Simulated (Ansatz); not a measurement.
# MgHCl (SMILES [MgH][Cl]): single points off equilibrium

The task here is to estimate one member of a computed series from the others.

Program: Ansatz 0.2.0, Gaussian basis. Level of theory: single points in def2-TZVPP. These are calculated values, not measurements.

Cores are frozen in the correlated methods. The outer core shell of Li, Na, Mg and K is correlated.

### The system as given

SMILES `[MgH][Cl]`, 3 atoms, charge 0, spin multiplicity 1.

Atoms are counted from 1 here; the program's logs count them from 0.

Bond lengths: Mg1–Cl2 2.205 Å, Mg1–H3 1.572 Å. Angles: Cl2–Mg1–H3 173.2°.

Geometry (Å):

```xyz
3
charge 0, multiplicity 1
Mg   -0.1022   -0.0697   -0.0400
Cl    1.8020   -0.2813    1.0510
H    -1.5439    0.0320   -0.6589
```

Set-up of the first run:

Contents of run/in.yaml:

```yaml
crystal:
  periodic: [false, false, false]
  atoms:
    - {symbol: Mg, position_ang: [-0.102200, -0.069700, -0.040000]}
    - {symbol: Cl, position_ang: [1.802000, -0.281300, 1.051000]}
    - {symbol: H, position_ang: [-1.543900, 0.032000, -0.658900]}
basis:
  gaussian: {orbitals: def2-TZVPP}
correlation: {method: ccsd_t}
output: {forces: true}
```

No record of the launch command was kept for these runs.

Steps of the session up to this table: CCSD(T)/def2-TZVPP; PBE0-D4/def2-TZVPP; wB97M-V/def2-TZVPP; r2SCAN-D4/def2-TZVPP; PBE-D4/def2-TZVPP; CAM-B3LYP-D4/def2-TZVPP; BLYP-D4/def2-TZVPP.

One of the session's tables, all rows but one given; the rest of the session is left out.

```
      method  RMS force component (eV/Å)  angle to CCSD(T) forces (°)  dipole (D)
     CCSD(T)                       0.633                    reference        1.90
     PBE0-D4                       0.696                          2.4        1.91
     wB97M-V                       0.638                          1.5        1.89
   r2SCAN-D4                       0.703                          1.8        1.85
      PBE-D4                       0.682                          3.0        1.82
CAM-B3LYP-D4                       0.655                          5.3        1.92
     BLYP-D4                           ?                            ?           ?
```

Q: Estimate the row for BLYP-D4 from the others.

The run gave: RMS force component (eV/Å): 0.622; angle to CCSD(T) forces (°): 6.1; dipole (D): 1.79. In the column «RMS force component (eV/Å)» it is the lowest.
